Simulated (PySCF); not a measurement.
**3-methylbut-1-yne: 4 charge schemes on one density**

3-methylbut-1-yne, C5H8.
SMILES with atom numbers: `[CH:1]#[C:2][CH:3]([CH3:4])[CH3:5]` (hydrogens: H6 on C1; H7 on C3; H8, H9, H10 on C4; H11, H12, H13 on C5)

Structure used (GFN2-xTB), in Å, numbered top down from 1:
```
atom  x, y, z in Å
C1     2.1667   -1.1293   -0.4758
C2     1.1908   -0.5923   -0.0390
C3    -0.0048    0.0610    0.4662
C4    -1.2379   -0.7869    0.1429
C5    -0.1287    1.4625   -0.1377
H6     3.0256   -1.6010   -0.8498
H7     0.0922    0.1494    1.5560
H8    -1.1448   -1.7794    0.5780
H9    -1.3493   -0.8933   -0.9343
H10   -2.1337   -0.3140    0.5404
H11   -0.2220    1.3988   -1.2199
H12    0.7499    2.0597    0.0966
H13   -1.0085    1.9654    0.2588
```

Density: PBE0/pcSseg-1 (PySCF); schemes: Mulliken, IAO, Hirshfeld and ESP-fitted. Geometry: GFN2-xTB; no solvent, vibrations or thermal averaging.

Problem. Do the Mulliken, IAO, Hirshfeld and ESP-fitted schemes agree on where the charge is highest?

Solution. The schemes don't all agree: Mulliken C2 (+0.290); IAO H6 (+0.198); Hirshfeld H6 (+0.087); ESP-fitted C3 (+0.587).

Problem. Do the Mulliken, IAO, Hirshfeld and ESP-fitted schemes agree on where the charge is lowest?

Solution. The schemes don't all agree: Mulliken C1 (-0.400); IAO C4 and C5 (-0.409); Hirshfeld C1 (-0.131); ESP-fitted C5 (-0.573).

Problem. Tabulate the Mulliken, IAO, Hirshfeld and ESP-fitted charges.

Solution. In e:

```json
{"atom": "C1", "environment": "terminal alkyne carbon", "Mulliken": "-0.400", "IAO": "-0.265", "Hirshfeld": "-0.131", "ESP-fitted": "-0.381"}
{"atom": "C2", "environment": "alkyne carbon", "Mulliken": "+0.290", "IAO": "-0.024", "Hirshfeld": "-0.034", "ESP-fitted": "-0.205"}
{"atom": "C3", "environment": "propargylic carbon", "Mulliken": "-0.354", "IAO": "-0.109", "Hirshfeld": "-0.003", "ESP-fitted": "+0.587"}
{"atom": "C4", "environment": "methyl carbon", "Mulliken": "-0.213", "IAO": "-0.409", "Hirshfeld": "-0.112", "ESP-fitted": "-0.565"}
{"atom": "C5", "environment": "methyl carbon", "Mulliken": "-0.213", "IAO": "-0.409", "Hirshfeld": "-0.112", "ESP-fitted": "-0.573"}
{"atom": "H6", "environment": "alkyne hydrogen", "Mulliken": "+0.037", "IAO": "+0.198", "Hirshfeld": "+0.087", "ESP-fitted": "+0.290"}
{"atom": "H7", "environment": "methine hydrogen", "Mulliken": "+0.148", "IAO": "+0.156", "Hirshfeld": "+0.051", "ESP-fitted": "-0.017"}
{"atom": "H8", "environment": "methyl hydrogen", "Mulliken": "+0.126", "IAO": "+0.148", "Hirshfeld": "+0.043", "ESP-fitted": "+0.141"}
{"atom": "H9", "environment": "methyl hydrogen", "Mulliken": "+0.115", "IAO": "+0.144", "Hirshfeld": "+0.042", "ESP-fitted": "+0.159"}
{"atom": "H10", "environment": "methyl hydrogen", "Mulliken": "+0.111", "IAO": "+0.139", "Hirshfeld": "+0.043", "ESP-fitted": "+0.129"}
{"atom": "H11", "environment": "methyl hydrogen", "Mulliken": "+0.115", "IAO": "+0.144", "Hirshfeld": "+0.042", "ESP-fitted": "+0.160"}
{"atom": "H12", "environment": "methyl hydrogen", "Mulliken": "+0.126", "IAO": "+0.148", "Hirshfeld": "+0.043", "ESP-fitted": "+0.144"}
{"atom": "H13", "environment": "methyl hydrogen", "Mulliken": "+0.112", "IAO": "+0.139", "Hirshfeld": "+0.043", "ESP-fitted": "+0.131"}
```

Mean size of the charges over all atoms: ESP-fitted 0.268 e, IAO 0.187 e, Mulliken 0.182 e, Hirshfeld 0.060 e. Each set sums to the total charge, 0, to within 0.001 e. The Hirshfeld scheme weights the molecular density at each point by an atom's share of the summed free-atom densities. The IAO scheme counts the electrons in orthogonalised intrinsic atomic orbitals, a minimal basis polarised so that it spans the occupied orbitals exactly.

Problem. How many electrons does the Mulliken scheme count on C3?

Solution. Z − q = 6 − (-0.354) = 6.354.

Problem. Sum the charges by element.

Solution. 
| element | atoms | Mulliken | IAO | Hirshfeld | ESP-fitted |
| --- | --- | --- | --- | --- | --- |
| C | 5 | -0.890 | -1.217 | -0.392 | -1.137 |
| H | 8 | +0.890 | +1.217 | +0.393 | +1.137 |
